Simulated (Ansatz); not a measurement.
# Corundum (α-Al2O3)

All values below come from LDA in Ansatz (PAW).

Run with plane-wave cutoff 520 eV, 6×6×6 k mesh, scalar-relativistic PAW data made under PBE.

Cell (measured lattice):

```xyz
10
Lattice="2.3785 1.3732 4.3292 -2.3785 1.3732 4.3292 0.0000 -2.7465 4.3292" Properties=species:S:1:pos:R:3 pbc="T T T"
Al     0.0000     0.0000     1.9219
Al     0.0000     0.0000     8.4158
Al     0.0000     0.0000    11.0658
Al     0.0000     0.0000     4.5719
O     -1.6515     0.1140     7.5762
O      0.7270    -1.4872     7.5762
O      1.6515    -0.1140     5.4115
O     -0.9245    -1.3732     5.4115
O     -0.7270     1.4872     5.4115
O      0.9245     1.3732     7.5762
```

| Property | Result |
|---|---|
| elastic constant C11 | 468 GPa |
| elastic constant C12 | 151 GPa |
| elastic constant C13 | 110 GPa |
| elastic constant C33 | 469 GPa |
| elastic constant C44 | 142 GPa |
| elastic constant C66 | 158 GPa |
| Voigt–Reuss–Hill bulk modulus | 238 GPa |
| Voigt–Reuss–Hill shear modulus (Hill average) | 155 GPa |
| Young modulus | 383 GPa |
| Poisson ratio | 0.232 |

Measured, for comparison: elastic constant C11 497 GPa (temperature not stated, not corrected to a static lattice; as tabulated in Liu et al. (2023), arXiv:2002.00005); elastic constant C12 163 GPa, elastic constant C33 501 GPa, elastic constant C44 147 GPa (temperature not stated, not corrected to a static lattice; as tabulated in Oses et al. (2018), arXiv:1811.08464); elastic constant C13 116 GPa (temperature not stated, not corrected to a static lattice, our sources range from 112 to 116; as tabulated in Oses et al. (2018), arXiv:1811.08464). Computed (rounded) less measured: elastic constant C11 -6 %, elastic constant C12 -7 %, elastic constant C13 -5 % (-2 % to -5 % over the range), elastic constant C33 -6 %, elastic constant C44 -3 %.

Note: the cell isn't this level's own, so it is under some stress, which shifts stiffness and frequencies.

Elastic constants are with the ions relaxed.

The computed numbers hold no vibrational or temperature effects.

Ansatz is a program for electronic structure.
